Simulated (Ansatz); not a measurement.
```yaml
crystal:
  periodic: [false, false, false]
  atoms:
    - {symbol: Ti, position_ang: [0.000000, 0.000000, 0.000000]}
    - {symbol: Si, position_ang: [0.000000, 0.000000, 2.560000]}
basis:
  gaussian: {orbitals: def2-TZVP}
total_charge: 1
magnetization: {spin_polarized: true, initial_magnetization: 3}
hamiltonian: {xc: pbe0}
relax: {f_tol: 0.004, max_steps: 80}
```

```sh
$ ansatz run in.yaml --threads 1 --pin off --events-out ev --progress --plain --max-ram 2176MiB
```

Steps of the relaxation (energy above the last step; positions in Å, forces in eV/Å):

```
2
step 1, 23.0 meV
Ti    0.000    0.000    0.000    0.000    0.000    0.492
Si    0.000    0.000    2.560    0.000    0.000   -0.492
```

```
2
step 2, 0.9 meV
Ti    0.000    0.000    0.036    0.000    0.000    0.107
Si    0.000    0.000    2.524    0.000    0.000   -0.107
```

```
2
step 3, 0.0 meV
Ti    0.000    0.000    0.046    0.000    0.000   -0.015
Si    0.000    0.000    2.514    0.000    0.000    0.015
```

```
2
step 4, 0.0 meV
Ti    0.000    0.000    0.045    0.000    0.000    0.000
Si    0.000    0.000    2.515    0.000    0.000    0.000
```

Close pairs at the end: Ti1–Si2 2.470 Å.

A stationary point of unrestricted PBE0 after 4 steps, with ⟨S²⟩ = 4.133 against 3.75 for a pure state. 52 s on 1 thread of Intel Xeon 6975P-C, shared host.
